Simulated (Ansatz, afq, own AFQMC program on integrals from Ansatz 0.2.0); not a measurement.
# Breaking Ga3–S5 in C₃H₉GaS, singlet

```xyz
14

C    -0.4197    2.1204    0.3139
C     0.2427    0.8342    0.7910
Ga    0.0228   -0.7637   -0.3537
C     0.7230   -2.5622    0.0172
S    -1.1334   -0.5691   -2.2412
H    -0.2457    2.9576    1.0103
H    -1.5115    2.0081    0.2150
H    -0.0378    2.4382   -0.6697
H    -0.1238    0.5525    1.7947
H     1.3313    0.9772    0.9172
H     0.7223   -3.1932   -0.8830
H     0.0940   -3.0536    0.7775
H     1.7472   -2.5157    0.4182
H    -1.4244    0.7401   -2.0787
```

Products: C3H8Ga (doublet; CH3–CH2–Ga–CH3) and HS (doublet), each relaxed with PBE0/def2-SVP like the molecule; electronic energies without zero-point terms. Determinants: RHF, UHF and UHF in that order.

Basis def2-SVP. Noble-gas cores (and the filled d shells of Ga–Kr and In–Xe) are frozen. Ansatz 0.2.0 and our own AFQMC program on the same integrals; the CISD trial comes from CCSD amplitudes, and released means the phaseless constraint is let go. Uncertainties: one standard error, sampling alone. No spin–orbit coupling. The errors of all members are added in quadrature.

No full CI on the walks' own integrals is used here. The released AFQMC energy serves as the reference, which it does only where one determinant dominates, the energy is flat over the last release times and near the phaseless one (40 meV or 2 meV an electron, half that with transition metals). On small molecules, where full CI could be run and the noise was under 10 meV, such values lay within 10 meV of it in 19 cases of 20, a flattering rate, since the rule was set on those same cases; what remains of the bias isn't in the error bar. Each member takes its own surest rung, up to full CI.

Errors are counted within def2-SVP, not against nature.

Cautions: inner d shell frozen; no relativity below Rb; no spin-orbit coupling; C₃H₉GaS (singlet): the released value is read at 0.90 1/Eh with a noise of 21 meV, more than in the cases checked (meV from the phaseless value at times in 1/Eh: -20 ± 10 at 0.21, -24 ± 14 at 0.42, -35 ± 16 at 0.63, -26 ± 21 at 0.90); C₃H₈Ga (doublet): the released value is read at 0.90 1/Eh with a noise of 14 meV, more than in the cases checked (meV from the phaseless value at times in 1/Eh: -9 ± 12 at 0.21, -8 ± 10 at 0.42, -30 ± 11 at 0.63, -14 ± 14 at 0.90); HS (doublet): full CI with its own frozen core.

| level | bond energy (eV) |
| --- | --- |
| CCSD | 3.724 |
| MP2 | 3.915 |

(1) From these cheaper values, estimate the bond energy at the reference level in def2-SVP.

(1) 3.798 ± 0.025 eV (AFQMC with the constraint released in def2-SVP).

```json
{"level": "HF", "bond energy (eV)": "2.936", "error against released AFQMC (eV)": "-0.862 ± 0.025"}
{"level": "CCSD(T)", "bond energy (eV)": "3.794", "error against released AFQMC (eV)": "-0.004 ± 0.025"}
{"level": "ph-AFQMC/CISD", "bond energy (eV)": "3.789 ± 0.018", "error against released AFQMC (eV)": "-0.009 ± 0.031"}
```

Correlation beyond CCSD(T) changes it by less than twice the noise. The perturbative (T) step is worth +0.070 eV.

Released energies are given only where the last usable release times agree within the noise; a slower fall can still hide under it.
